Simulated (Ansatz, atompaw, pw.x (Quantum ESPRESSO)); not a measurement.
## pw.x on bcc Ta: one setting changed

Potential: PAW, atompaw 4.2.0.5, PBE; core [Kr] 4d10 4f14, reference 5s2 5p6 5d3.5 6s1.5 6p0; waves: 5s (bound): rc 1.52 bohr; 6s (bound): rc 2.46 bohr; 5p (bound): rc 1.32 bohr; 6p (bound, empty): rc 2.46 bohr; 5d (bound): rc 2.46 bohr; 5d channel at 2.5 Ry: rc 2.46 bohr; local part: bessel scheme, radius 1.92 bohr; core correction: smooth core density matched at 2.38 bohr; augmentation: sinc compensation charge, radius 2.14 bohr; PAW radius 2.46 bohr; waves and projectors: custom polynom vanderbiltortho.

The reference run (k-mesh 14³, cutoffs 85/850 Ry, Fermi–Dirac 0.01 Ry, mixing_beta 0.4, conv_thr 1e-9, no spin) gives -0.02 GPa at 18.192 Å³/atom, where all-electron LAPW gives 1.22 GPa. This run, with its own iteration cap, changes k-mesh shift to 1.

```
&control
  calculation='scf', prefix='x', pseudo_dir='./', outdir='./tmp', tstress=.true., disk_io='none'
/
&system
  ibrav=0, nat=1, ntyp=1, ecutwfc=85, ecutrho=850, nbnd=14,
  occupations='smearing', smearing='fd', degauss=0.01
/
&electrons
  conv_thr=1e-09, mixing_beta=0.4, electron_maxstep=50
/
ATOMIC_SPECIES
Ta 1.0 Ta.UPF
CELL_PARAMETERS angstrom
  -1.65681297 1.65681297 1.65681297
  1.65681297 -1.65681297 1.65681297
  1.65681297 1.65681297 -1.65681297
ATOMIC_POSITIONS crystal
Ta 0.0000 0.0000 0.0000
K_POINTS automatic
14 14 14 1 1 1
```

```bash
pw.x < Ta.scf.in > Ta.scf.out
```

How does the run end?

It converges in 10 iterations; the free energy moves by +2.0 meV/atom and the pressure by +0.14 GPa.

```
Message from routine setup:
     using ibrav=0 with symmetry is DISCOURAGED, use correct ibrav instead
     lattice parameter (alat)  =       5.4229  a.u.
     unit-cell volume          =     122.7657 (a.u.)^3
     number of electrons       =        13.00
     number of Kohn-Sham states=           14
     kinetic-energy cutoff     =      85.0000  Ry
     charge density cutoff     =     850.0000  Ry
     scf convergence threshold =      1.0E-09
     Exchange-correlation= SLA PW PBX PBC
     number of k points=   100  Fermi-Dirac smearing, width (Ry)=  0.0100
     iteration #  1     ecut=    85.00 Ry     beta= 0.40
     total energy              =    -727.15477731 Ry
     estimated scf accuracy    <       0.05524117 Ry
     iteration #  2     ecut=    85.00 Ry     beta= 0.40
     total energy              =    -727.15412268 Ry
     estimated scf accuracy    <       0.00922174 Ry
     iteration #  3     ecut=    85.00 Ry     beta= 0.40
     total energy              =    -727.15546362 Ry
     estimated scf accuracy    <       0.00030068 Ry
     iteration #  4     ecut=    85.00 Ry     beta= 0.40
     total energy              =    -727.15553289 Ry
     estimated scf accuracy    <       0.00001780 Ry
     iteration #  5     ecut=    85.00 Ry     beta= 0.40
     total energy              =    -727.15553536 Ry
     estimated scf accuracy    <       0.00000503 Ry
     iteration #  6     ecut=    85.00 Ry     beta= 0.40
     total energy              =    -727.15553587 Ry
     estimated scf accuracy    <       0.00000003 Ry
     iteration #  7     ecut=    85.00 Ry     beta= 0.40
     total energy              =    -727.15553587 Ry
     estimated scf accuracy    <       0.00000004 Ry
     iteration #  8     ecut=    85.00 Ry     beta= 0.40
     total energy              =    -727.15553587 Ry
     estimated scf accuracy    <       0.00000001 Ry
     iteration #  9     ecut=    85.00 Ry     beta= 0.40
     total energy              =    -727.15553587 Ry
     estimated scf accuracy    <          1.2E-09 Ry
     iteration # 10     ecut=    85.00 Ry     beta= 0.40
     the Fermi energy is    17.7211 ev
!    total energy              =    -727.15553587 Ry
     estimated scf accuracy    <          7.0E-10 Ry
     smearing contrib. (-TS)   =      -0.00606682 Ry
     The total energy is F=E-TS. E is the sum of the following terms:
     one-electron contribution =     -12.14796126 Ry
     hartree contribution      =      17.37176826 Ry
     xc contribution           =     -14.32317773 Ry
     ewald contribution        =     -98.21872040 Ry
     one-center paw contrib.   =    -619.83137792 Ry
     convergence has been achieved in  10 iterations
          total   stress  (Ry/bohr**3)                   (kbar)     P=        1.17
     Message from routine punch:
     Nothing written, as per user request (disk_io='none')
```

The run took about 22 s on one core of a shared host (Intel(R) Xeon(R) 6975P-C, 192 threads, 378 GiB, load 48).
